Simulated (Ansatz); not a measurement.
`CCC(C)=N` → `[CH2]` (triplet) + `CC(C)=N` at 500 K and 1 bar (formal loss of a carbene).

Program: Ansatz. Geometries: PBE0-D4/def2-TZVP. ΔE: electronic, gas phase. CCSD(T)/CBS is the MP2 limit (def2-TZVPP, def2-QZVPP) plus CCSD(T) − MP2 in def2-TZVPP, frozen cores. This one scheme is used for every species. Triplets are unrestricted, without spin–orbit coupling. Each species was taken in one conformer, which may not be the lowest.

```tsv
species	CCSD(T)/CBS energy (Eh)	H − E (kJ/mol)	S (J/(mol·K))
`CCC(C)=N`	-212.32280	375.3	397.0
`[CH2]` (triplet)	-39.09499	62.7	213.9
`CC(C)=N`	-173.06293	290.8	348.3
```

H − E and S are ideal-gas, rigid-rotor, harmonic terms from PBE0-D4/def2-TZVP, for one conformer and one mirror image of each species, with the whole ground term of open shells counted as degenerate. 1 Eh = 2625.50 kJ/mol, R = 8.31446 J/(mol·K).

By hand: ΔE, ΔH, ΔS and ΔG.

ΔE = (-39.09499) + (-173.06293) − (-212.32280) = 0.16488 Eh = 432.9 kJ/mol. Δ(H − E) = 62.7 + 290.8 − 375.3 = -21.8, so ΔH = 411.1 kJ/mol. ΔS = 213.9 + 348.3 − 397.0 = 165.2 J/(mol·K). ΔG = 411.1 − 500 × (165.2)/1000 = 328.5 kJ/mol.

By hand: the equilibrium constant, and the temperature at which ΔG would vanish if ΔH and ΔS stayed fixed.

log₁₀ K = −ΔG/(RT ln 10) = -34.3. ΔG = 0 at ΔH/ΔS = 2488 K.

The number of gas molecules changes by +1, which sets the sign of ΔS. A doubt of 5 kJ/mol in ΔE shifts log₁₀ K by 0.5 here. Other conformers and mirror images would add mixing entropy, several J/(mol·K) or more a flexible species. Modes under 60 cm⁻¹, often nearly free rotors, make the harmonic entropy too high. A triplet takes part, so the spin changes. These are equilibria of isolated gas molecules and say nothing of rates. Largest T1 diagnostic: 0.011 (customary marks: 0.02 for closed shells, 0.045 for open ones).
